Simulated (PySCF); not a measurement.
ethylene (C₂H₄), SMILES C=C. Heavy atoms are numbered as in [CH2:1]=[CH2:2]. Hydrogens are named by the atom that carries them.

The structure is a stationary point at B3LYP-D3(BJ)/def2-TZVP.

Computed with B3LYP/def2-TZVPD (PySCF).

Mulliken values depend strongly on the basis, most of all with diffuse functions as here. Atomic charges (e), one atom of each kind:

| atom | Mulliken | IAO |
|---|---|---|
| C1 (CH2) | -0.43 | -0.30 |
| H on C1 | 0.22 | 0.15 |
